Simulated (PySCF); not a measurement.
# Telling isomers of C$_{4}$H$_{3}$FO apart by NMR

PySCF 2.14.0 with density-fitted response routines calculation with J: B3LYP/pcJ-1, GFN2-xTB structure and shielding tensors at PBE0/pcSseg-1 (GIAO); non-relativistic, one conformer, gas phase, equivalent nuclei averaged.

δ = σ(ref) − σ, references computed at the same level: ¹H (σ = 31.72 ppm), ¹³C (σ = 186.93 ppm) vs TMS. Multiplet labels drop J under 1 Hz and among equivalent protons, and merge close values. Unscaled 3J(H,H) run several per cent high. One-bond C–F couplings are unscaled and too large by tens of Hz. Shifts are as computed. Against solution values, carbons near 30 ppm lie about +3 ppm off and those near 130 ppm about +5 ppm. Of 1211 compounds with measured shifts, 218 miss one by over three times the rms of a fit or turn the order of signals round; such compounds aren't used in these exercises.

(1) Tabulate the signals of `O=C=C/C=C\F`, `Fc1ccoc1`, `O=c1cc1CF` and their relative energies.

(2) What is the quickest way to tell Fc1ccoc1 from O=c1cc1CF?

(3) What is the quickest way to tell O=C=C/C=C\F from Fc1ccoc1?

(4) What is the quickest way to tell O=C=C/C=C\F from O=c1cc1CF?

Results:

(1) 
```json
{"SMILES": "O=C=C/C=C\\F", "carbon types": "1×C 3×CH", "δC": "208.5, 153.2, 103.4, 21.5", "δH": "6.67 (dd, 1H), 5.14 (ddd, 1H), 4.61 (dd, 1H)", "E rel. (kcal/mol)": "11.3"}
{"SMILES": "Fc1ccoc1", "carbon types": "1×C 3×CH", "δC": "165.3, 145.5, 131.6, 109.5", "δH": "7.52 (dd, 1H), 7.32 (ddd, 1H), 6.59 (d, 1H)", "E rel. (kcal/mol)": "0.0"}
{"SMILES": "O=c1cc1CF", "carbon types": "2×C 1×CH 1×CH2", "δC": "181.9, 155.0, 149.6, 83.3", "δH": "8.77 (dt, 1H), 6.03 (dd, 2H)", "E rel. (kcal/mol)": "33.5"}
```

Energies are electronic energies at PBE0/pcSseg-1 on these geometries, without zero-point or thermal terms, each for the one conformer computed, which needn't be the lowest.

(2) Both give the same number of carbon signals, but DEPT or the intensities differ. The first has an aromatic CH at 109.5 ppm, the second an sp3 CH2 bonded to F, on an unsaturated ring at 83.3 ppm. Their most deshielded carbons lie at 165.3 and 181.9 ppm. In the proton spectra the most deshielded non-exchanging signals are 7.52 (dd, J = 5.4, 1.7 Hz, 1H) and 8.77 (dt, J = 8.8, 2.5 Hz, 1H).

(3) Both give the same number of carbon signals, with the same numbers of each carbon type, so the positions decide. The first has a terminal carbon of a ketene (CH) at 21.5 ppm, the second an aromatic carbon bearing fluorine (C) at 165.3 ppm. Their most deshielded carbons lie at 208.5 and 165.3 ppm. In the proton spectra the most deshielded non-exchanging signals are 6.67 (dd, J = 88.7, 5.7 Hz, 1H) and 7.52 (dd, J = 5.4, 1.7 Hz, 1H).

(4) Both give the same number of carbon signals, but DEPT or the intensities differ. The first has a terminal carbon of a ketene (CH) at 21.5 ppm, the second an sp3 CH2 bonded to F, on an unsaturated ring at 83.3 ppm. Their most deshielded carbons lie at 208.5 and 181.9 ppm. In the proton spectra the most deshielded non-exchanging signals are 6.67 (dd, J = 88.7, 5.7 Hz, 1H) and 8.77 (dt, J = 8.8, 2.5 Hz, 1H).
